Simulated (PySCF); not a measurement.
Cartesian coordinates in Å; atom numbers follow the order of the lines, from 1:
```xyz
14

N     1.3511   -0.9177    1.4273
C     0.4237   -1.0733    0.3217
C     0.2279    0.1850   -0.5092
C    -0.7182    1.2492   -0.0146
C    -1.0676    0.4334   -1.2158
F    -2.0641   -0.4903   -1.0928
H     1.0303   -0.1864    2.0534
H     2.2676   -0.6472    1.0858
H     0.7997   -1.8772   -0.3181
H    -0.5377   -1.3909    0.7329
H     1.1231    0.5194   -1.0228
H    -1.2666    1.0360    0.8908
H    -0.4760    2.2913   -0.1532
H    -1.0938    0.8681   -2.2076
```

Geometry: GFN2-xTB; GIAO shifts from PySCF 2.14, gas phase, non-relativistic, averaged over equivalent atoms.

At PBE/6-31G (70 basis functions, 9.4 s wall time on 1 thread of an Arm Neoverse V2, shared host):
```tsv
atoms	δ (ppm)
N1	30.3
C5	72.5
C2	44.3
C3	27.2
C4	14.0
F6	-280.0
H14	4.69
H9	3.55
H10	2.88
H11	0.86
H13	0.83
H12	0.64
H7/H8	0.32
```

Shifts are taken against calculated references (same method and geometry level): ¹⁵N (260.16 ppm) vs NH3; TMS for ¹³C (197.17 ppm) and ¹H (32.94 ppm); ¹⁹F (134.82 ppm) vs CFCl3.

Predict the values at HF/def2-SVP on the same geometry.

## Answers


| atoms | δ at HF/def2-SVP | change |
| --- | --- | --- |
| N1 | 24.2 | -6.1 |
| C5 | 62.9 | -9.6 |
| C2 | 38.9 | -5.4 |
| C3 | 19.8 | -7.4 |
| C4 | 7.6 | -6.4 |
| F6 | -192.6 | +87.4 |
| H14 | 4.13 | -0.56 |
| H9 | 2.95 | -0.60 |
| H10 | 2.20 | -0.68 |
| H11 | 0.45 | -0.41 |
| H13 | 0.40 | -0.43 |
| H12 | 0.51 | -0.13 |
| H7/H8 | 0.46 | +0.14 |

Shifts are taken against calculated references (same method and geometry level): NH3 for ¹⁵N (273.55 ppm); TMS for ¹³C (201.92 ppm) and ¹H (32.33 ppm); CFCl3 for ¹⁹F (275.76 ppm).

The largest change is at F6 (fluorine on an sp3 carbon). Cost: 124 basis functions, 4.2 s wall time on 1 thread of an Arm Neoverse V2, shared host. The order of the carbon signals is the same at both levels.

Unscaled 19F shifts against computed CFCl3 carry errors that often reach 10 to 50 ppm. Experimental scales use liquid or dissolved standards, which lie at an offset from isolated NH3 (liquid NH3: subtract about 20 ppm).
